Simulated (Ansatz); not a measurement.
# H5SSi2: the cost of one run

All numbers below are computed with Ansatz 0.2.0 (RKS PBE0-D4/def2-SVPD).

## Step 1: The starting structure

Bond lengths: Si1–S2 2.042 Å, S2–Si3 2.331 Å, Si1–H4 1.451 Å, Si1–H5 1.450 Å, Si3–H6 1.452 Å, Si3–H7 1.458 Å, Si3–H8 1.457 Å. Angles: Si1–S2–Si3 116.7°, S2–Si1–H4 122.1°, S2–Si1–H5 121.5°, H4–Si1–H5 116.2°, S2–Si3–H6 97.4°, S2–Si3–H7 101.0°, S2–Si3–H8 100.7°, H6–Si3–H7 118.3°, H6–Si3–H8 118.3°, H7–Si3–H8 115.0°.

As a file:

```xyz
8

Si   -0.9905    1.3612   -1.0566
S     0.1469   -0.3337   -1.1227
Si    0.8657   -1.1924    0.9215
H    -2.4373    1.3164   -0.9577
H    -0.4000    2.6772   -1.2092
H     1.5674   -2.3522    0.4019
H    -0.4075   -1.4015    1.5997
H     1.6553   -0.0750    1.4231
```

## Step 2: Relaxing end A

input.yaml

```yaml
crystal:
  periodic: [false, false, false]
  atoms:
    - { symbol: Si, position_ang: [-0.99048, 1.36118, -1.05659] }
    - { symbol: S, position_ang: [0.14694, -0.33373, -1.12273] }
    - { symbol: Si, position_ang: [0.86566, -1.19241, 0.9215] }
    - { symbol: H, position_ang: [-2.43728, 1.31639, -0.95773] }
    - { symbol: H, position_ang: [-0.40002, 2.67722, -1.20923] }
    - { symbol: H, position_ang: [1.56735, -2.35217, 0.40195] }
    - { symbol: H, position_ang: [-0.40746, -1.40148, 1.59971] }
    - { symbol: H, position_ang: [1.65529, -0.075, 1.42312] }
total_charge: 1
basis:
  gaussian: { orbitals: def2-SVPD }
hamiltonian:
  xc: pbe0
  dispersion: d4
relax:
  f_tol: 0.02
  max_steps: 50
output:
  orbitals: {}
```

Launch:

```bash
$ ansatz run input.yaml --threads 2 --pin off --max-ram 3072MiB --backend cpu --events-out ev --progress --plain --runs-dir out
```

What time and memory should one allow on 2 threads of Arm Neoverse V2, shared host?

About 45 s, with a peak of 0.24 GiB.
